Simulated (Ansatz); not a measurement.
Results of LDA (PAW; Ansatz, a quantum-chemistry and plane-wave program) for K2CuVS4 (Fddd, No. 70; cell taken from a computed entry).

Settings: plane-wave cutoff 520 eV, 8×8×8 k mesh, Fermi–Dirac smearing 0.01 eV, no spin polarisation, scalar-relativistic PAW data made under PBE.

Cell (relaxed with PBEsol):

```
CELL_PARAMETERS angstrom
      0.00000     6.37701    11.19436
      2.66989     0.00000    11.19436
      2.66989     6.37701     0.00000
ATOMIC_POSITIONS crystal
  K  0.67914 0.67914 0.32086
  K  0.32086 0.32086 0.67914
  K  0.57086 0.57086 0.92914
  K  0.92914 0.92914 0.57086
  V  0.75000 0.75000 0.75000
  V  0.50000 0.50000 0.50000
  Cu 0.00000 0.00000 0.00000
  Cu 0.25000 0.25000 0.25000
  S  0.02654 0.36271 0.67077
  S  0.36271 0.02654 0.93998
  S  0.93998 0.67077 0.36271
  S  0.67077 0.93998 0.02654
  S  0.22346 0.88729 0.57923
  S  0.88729 0.22346 0.31002
  S  0.31002 0.57923 0.88729
  S  0.57923 0.31002 0.22346
```

Task: What does this level give for the band gap, smallest direct gap on the k points sampled and Γ–Γ gap?

Result: 
- band gap: 1.19 eV (indirect)
- smallest direct gap on the k points sampled: 1.45 eV
- Γ–Γ gap: 1.69 eV

Note: cell and atoms aren't relaxed at this level (largest force component 0.15 eV/Å, pressure -2.2 GPa).

The computed numbers hold no vibrational or temperature effects.

Cost on a shared machine: roughly 3 core-minutes.
